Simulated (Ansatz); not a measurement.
A calculation with Ansatz (development build ahead of 0.2.0).

```yaml
crystal:
  periodic: [false, false, false]
  atoms:
    - { symbol: "N", position_ang: [0.0, 0.55, 3.3] }
    - { symbol: "N", position_ang: [0.0, -0.55, 3.3] }
    - { symbol: "N", position_ang: [0.55, 0.0, 0.0] }
    - { symbol: "N", position_ang: [-0.55, 0.0, 0.0] }
basis:
  gaussian: { orbitals: "6-31G" }
hamiltonian:
  xc: hf
```

The input is written out in the form of the current development build from the run's settings.

The run gave:

```json
{"Converged": "yes", "Total energy": "-217.73423 hartree", "Spin squared of the determinant": "0.000"}
```
